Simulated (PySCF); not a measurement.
Coordinates in bohr (charge 0 multiplicity 1):
```
S     0.0000    0.0000   -1.6986
S     0.0000    0.0000    1.9990
H     2.5644    0.0000   -2.3822
H     0.0000    2.5644   -2.3822
H    -2.5644    0.0000   -2.3822
H     0.0000   -2.5644   -2.3822
```

These are results of PBE0 in PySCF with S def2-TZVP, H def2-TZVP; no relativity; density-fitted integrals, not measurements.

This geometry of H₄SS is a stationary point at this level.

Question: What is the point group?

Answer: C4v.

Question: Is it a minimum?

Answer: No: it has 1 imaginary mode, at 641i cm⁻¹ (b1).

Question: List the harmonic modes with their infrared intensities.

Answer: 
```json
{"symmetry": "b1", "ω (cm⁻¹)": "641i", "IR (km/mol, summed over degenerate members)": "–", "type": "bend"}
{"symmetry": "a1", "ω (cm⁻¹)": "573", "IR (km/mol, summed over degenerate members)": "37.7", "type": "stretch"}
{"symmetry": "e", "ω (cm⁻¹)": "721", "IR (km/mol, summed over degenerate members)": "6.7", "type": "bend"}
{"symmetry": "a1", "ω (cm⁻¹)": "1127", "IR (km/mol, summed over degenerate members)": "196", "type": "bend"}
{"symmetry": "e", "ω (cm⁻¹)": "1504", "IR (km/mol, summed over degenerate members)": "150", "type": "bend"}
{"symmetry": "b2", "ω (cm⁻¹)": "1800", "IR (km/mol, summed over degenerate members)": "0.0", "type": "bend"}
{"symmetry": "b1", "ω (cm⁻¹)": "2005", "IR (km/mol, summed over degenerate members)": "0.0", "type": "stretch"}
{"symmetry": "e", "ω (cm⁻¹)": "2143", "IR (km/mol, summed over degenerate members)": "598", "type": "stretch"}
{"symmetry": "a1", "ω (cm⁻¹)": "2300", "IR (km/mol, summed over degenerate members)": "27.4", "type": "stretch"}
```

Question: What are the dipole moment and the gap between the highest occupied and lowest empty levels?

Answer: 3.85 D and 4.97 eV.

In C4v the vibrations span 2b1 + 3a1 + 3e + b2. The b1, b2 modes carry no infrared intensity, as symmetry demands.

Other isomers or separated fragments may lie lower. At this level a singlet minimum of C2v symmetry lies 42 kJ/mol below this structure.
